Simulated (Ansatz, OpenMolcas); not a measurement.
From Ansatz to OpenMolcas

Ansatz 0.2.0 runs this on quartet SiH3O:

molecule.yaml:
```yaml
crystal:
  periodic: [false, false, false]
  atoms:
    - {symbol: O, position_ang: [0.557310, -0.433760, 0.798460]}
    - {symbol: Si, position_ang: [0.001930, 0.341950, -0.533940]}
    - {symbol: H, position_ang: [0.725690, -1.370660, 0.814800]}
    - {symbol: H, position_ang: [-1.244820, -0.253580, -1.000760]}
    - {symbol: H, position_ang: [-0.040110, 1.716040, -0.078560]}
basis:
  gaussian:
    orbitals: STO-3G
magnetization:
  spin_polarized: true
  initial_magnetization: 3
hamiltonian:
  xc: r2scan
accuracy: high
```

```bash
$ ansatz run molecule.yaml --threads 1 --pin off --max-ram 2610MiB --events-out events.jsonl --progress --plain --runs-dir runs
```

The shape is that of a GFN2-xTB optimisation. This is one conformer, not always the lowest. That shape belongs to the parent species and isn't relaxed for this state.

Without diffuse functions such a state is poorly described.

It gives a total energy of -361.623070 Eh.

Translate the job to OpenMolcas 26.06 as an input file of the program's own.

One way, which was run:

geom.xyz:
```
5

O      0.557310    -0.433760     0.798460
Si     0.001930     0.341950    -0.533940
H      0.725690    -1.370660     0.814800
H     -1.244820    -0.253580    -1.000760
H     -0.040110     1.716040    -0.078560
```

test.inp:
```
* H3OSi Kohn-Sham DFT

&gateway
  baslib=$CurrDir
  coord=geom.xyz
  basis=STO-3G
  group=NoSym

&seward
  gridinput
  Grid=UltraFine
  End of Grid

&scf
  uhf
  spin=4
  ksdft=2
  1.0 MGGA_X_R2SCAN
  1.0 MGGA_C_R2SCAN
  thresholds=1e-10 1e-07 1e-07 1e-05
  prorbitals=1 1
```

```bash
$ export MOLCAS_MEM=1860
$ pymolcas test.inp > test.log
```

(Basis files named in the input come from the Basis Set Exchange and aren't shown.)

Its energy is -361.623097 Eh, 0.027 mEh from the first.
